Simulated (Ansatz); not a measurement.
`[SiH3][AlH][PH2]` + H₂S → `[SiH3][AlH][SH]` + PH₃ at 500 K and 1 bar (cleavage of the Al–P bond).

Computed with Ansatz on PBE0-D4/def2-TZVP structures; ΔE is electronic, products minus reactants. CBS: MP2 limit from def2 TZ/QZ plus the TZ coupled-cluster correction, frozen cores. This one scheme is used for every species. Each species was taken in one conformer, which may not be the lowest.

```json
{"species": "`[SiH3][AlH][PH2]`", "CCSD(T)/CBS energy (Eh)": "-875.62424", "H − E (kJ/mol)": "173.6", "S (J/(mol·K))": "420.2"}
{"species": "H₂S", "CCSD(T)/CBS energy (Eh)": "-398.97279", "H − E (kJ/mol)": "57.0", "S (J/(mol·K))": "224.0"}
{"species": "`[SiH3][AlH][SH]`", "CCSD(T)/CBS energy (Eh)": "-931.90162", "H − E (kJ/mol)": "149.9", "S (J/(mol·K))": "399.6"}
{"species": "PH₃", "CCSD(T)/CBS energy (Eh)": "-342.72256", "H − E (kJ/mol)": "81.5", "S (J/(mol·K))": "231.4"}
```

H − E and S are ideal-gas, rigid-rotor, harmonic terms from PBE0-D4/def2-TZVP, for one conformer and one mirror image of each species. 1 Eh = 2625.50 kJ/mol, R = 8.31446 J/(mol·K).

By hand: ΔE, ΔH, ΔS and ΔG.

ΔE = (-931.90162) + (-342.72256) − (-875.62424) − (-398.97279) = -0.02715 Eh = -71.3 kJ/mol. Δ(H − E) = 149.9 + 81.5 − 173.6 − 57.0 = 0.8, so ΔH = -70.5 kJ/mol. ΔS = 399.6 + 231.4 − 420.2 − 224.0 = -13.2 J/(mol·K). ΔG = -70.5 − 500 × (-13.2)/1000 = -63.9 kJ/mol.

By hand: the equilibrium constant, and the temperature at which ΔG would vanish if ΔH and ΔS stayed fixed.

log₁₀ K = −ΔG/(RT ln 10) = 6.7. ΔG = 0 at ΔH/ΔS = 5341 K, far beyond where these terms or the molecules hold.

The number of gas molecules stays the same, so ΔS is small and ΔH decides. A doubt of 5 kJ/mol in ΔE shifts log₁₀ K by 0.5 here. Other conformers and mirror images would add mixing entropy, several J/(mol·K) or more a flexible species. Modes under 60 cm⁻¹, often nearly free rotors, make the harmonic entropy too high. These are equilibria of isolated gas molecules and say nothing of rates. Largest T1 diagnostic: 0.014 (customary marks: 0.02 for closed shells, 0.045 for open ones).
